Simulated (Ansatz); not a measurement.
# CH5AlS: a ladder of functionals and wavefunction methods

One table from this session's results is given with a row withheld; the runs are named, their logs left out.

The runs use Ansatz 0.2.0, Gaussian basis; functionals in def2-TZVPP, the program's frozen cores in correlated methods.

Levels to be run: LDA (SPW92), PBE-D4, revPBE-D4, BLYP-D4, r2SCAN-D4, B97M-V, PBE0-D4, B3LYP-D4, r2SCANh-D4, r2SCAN0-D4, HSE06-D4, BHLYP-D4, CAM-B3LYP-D4, LC-ωPBE, ωB97X-V, ωB97M-V, B2PLYP, PBE-QIDH; CCSD(T)/def2-SVP; CCSD(T)/def2-TZVPP; MP2/def2-QZVPP; extrapolation to the limit; RPA on PBE.

### The geometry

An earlier PBE0-D4 in a triple-zeta def2 set relaxation fixed the geometry.

8 atoms, charge 0, spin multiplicity 1.

Atoms are counted from 1 here; the program's logs count them from 0.

Bond lengths: C1–S2 1.822 Å, C1–H4 1.089 Å, C1–H5 1.090 Å, C1–H6 1.089 Å, S2–Al3 2.168 Å, Al3–H7 1.585 Å, Al3–H8 1.580 Å. Angles: S2–C1–H4 108.7°, S2–C1–H5 111.6°, S2–C1–H6 108.7°, H4–C1–H5 109.2°, H4–C1–H6 109.2°, H5–C1–H6 109.2°, C1–S2–Al3 102.5°, S2–Al3–H7 117.5°, S2–Al3–H8 117.5°, H7–Al3–H8 125.0°.

As a file:

```
C    -0.7246    1.0532   -0.5037
S    -1.0899   -0.4428    0.4698
Al    0.8597   -1.3724    0.6518
H    -1.3037    1.0209   -1.4256
H     0.3349    1.1253   -0.7475
H    -1.0201    1.9276    0.0747
H     2.0883   -0.6373   -0.0276
H     0.9476   -2.7318    1.4522
```

The first run:

in.yaml

```yaml
crystal:
  periodic: [false, false, false]
  atoms:
    - {symbol: C, position_ang: [-0.724634, 1.053189, -0.503650]}
    - {symbol: S, position_ang: [-1.089928, -0.442753, 0.469784]}
    - {symbol: Al, position_ang: [0.859662, -1.372357, 0.651806]}
    - {symbol: H, position_ang: [-1.303674, 1.020891, -1.425607]}
    - {symbol: H, position_ang: [0.334936, 1.125287, -0.747467]}
    - {symbol: H, position_ang: [-1.020059, 1.927610, 0.074721]}
    - {symbol: H, position_ang: [2.088308, -0.637264, -0.027599]}
    - {symbol: H, position_ang: [0.947589, -2.731804, 1.452212]}
basis:
  gaussian: {orbitals: def2-TZVPP}
hamiltonian: {xc: lda}
output: {orbitals: {seedname: orbitals}}
```

Steps of the session up to this table: LDA; PBE-D4 (GGA); revPBE-D4 (GGA); BLYP-D4 (GGA); r2SCAN-D4 (meta-GGA); B97M-V (meta-GGA); PBE0-D4 (hybrid); B3LYP-D4 (hybrid); r2SCANh-D4 (hybrid); r2SCAN0-D4 (hybrid); HSE06-D4 (hybrid); BHLYP-D4 (hybrid); CAM-B3LYP-D4 (range-separated); LC-ωPBE-D4 (range-separated; the results give it without D4); ωB97X-V (range-separated); ωB97M-V (range-separated); B2PLYP (double hybrid); PBE-QIDH (double hybrid).

One of the session's tables, all rows but one given; the rest of the session is left out.

It belongs to the step «Orbital energies across the functionals». 

```
  functional  HOMO (eV)  LUMO (eV)  gap (eV)
 LDA (SPW92)      -6.21      -2.24      3.97
      PBE-D4      -6.09      -2.02      4.08
   revPBE-D4      -6.05      -1.92      4.13
     BLYP-D4      -5.92      -1.89      4.04
   r2SCAN-D4      -6.33      -1.71      4.63
      B97M-V          ?          ?         ?
     PBE0-D4      -7.22      -1.28      5.94
    B3LYP-D4      -6.98      -1.47      5.51
  r2SCANh-D4      -6.75      -1.46      5.29
  r2SCAN0-D4      -7.38      -1.09      6.29
    HSE06-D4      -6.82      -1.64      5.18
    BHLYP-D4      -8.21      -0.51      7.70
CAM-B3LYP-D4      -8.50      -0.36      8.14
     LC-ωPBE      -9.88       0.69     10.57
     ωB97X-V      -9.53       0.59     10.12
     ωB97M-V      -9.38       0.34      9.72
```

Estimate the missing values for B97M-V.

As computed: HOMO (eV): -6.43; LUMO (eV): -1.90; gap (eV): 4.54. In the column «HOMO (eV)» it lies between r2SCANh-D4 (-6.75) and r2SCAN-D4 (-6.33).
